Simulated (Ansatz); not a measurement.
Frontier orbitals of C₅H₇F, SMILES `FC1=CCCC1`.

```json
{"atom": "F1", "x (Å)": "1.754", "y (Å)": "-1.926", "z (Å)": "0.323"}
{"atom": "C2", "x (Å)": "0.921", "y (Å)": "-0.890", "z (Å)": "0.212"}
{"atom": "C3", "x (Å)": "1.060", "y (Å)": "0.283", "z (Å)": "0.809"}
{"atom": "C4", "x (Å)": "-0.042", "y (Å)": "1.204", "z (Å)": "0.380"}
{"atom": "C5", "x (Å)": "-1.046", "y (Å)": "0.264", "z (Å)": "-0.324"}
{"atom": "C6", "x (Å)": "-0.255", "y (Å)": "-1.000", "z (Å)": "-0.696"}
{"atom": "H7", "x (Å)": "1.877", "y (Å)": "0.555", "z (Å)": "1.464"}
{"atom": "H8", "x (Å)": "-0.503", "y (Å)": "1.736", "z (Å)": "1.217"}
{"atom": "H9", "x (Å)": "0.340", "y (Å)": "1.973", "z (Å)": "-0.302"}
{"atom": "H10", "x (Å)": "-1.836", "y (Å)": "-0.005", "z (Å)": "0.380"}
{"atom": "H11", "x (Å)": "-1.524", "y (Å)": "0.731", "z (Å)": "-1.185"}
{"atom": "H12", "x (Å)": "0.073", "y (Å)": "-1.003", "z (Å)": "-1.743"}
{"atom": "H13", "x (Å)": "-0.818", "y (Å)": "-1.923", "z (Å)": "-0.537"}
```

Total charge 0; spin multiplicity 1. Geometry: relaxed with PBE0-D4/def2-TZVP. Basis def2-TZVPP, Ansatz.

```csv
functional,HOMO (eV),LUMO (eV),gap (eV)
LDA (SPW92),-5.75,-0.48,5.27
PBE,-5.61,-0.26,5.35
PBE0,-6.79,0.78,7.57
CAM-B3LYP,-8.14,1.91,10.05
ωB97M-V,-9.02,2.64,11.66
HF,-9.42,3.73,13.15
```

A quarter of exact exchange (PBE0) shifts PBE's HOMO by −1.18 eV and its LUMO by +1.03 eV; full exchange at long range (ωB97M-V) shifts them by −3.41 and +2.90 eV. The gap opens from 5.35 to 11.66 eV, since occupied levels lose self-interaction and empty ones feel all the electrons. A positive LUMO is unbound and depends on the basis.
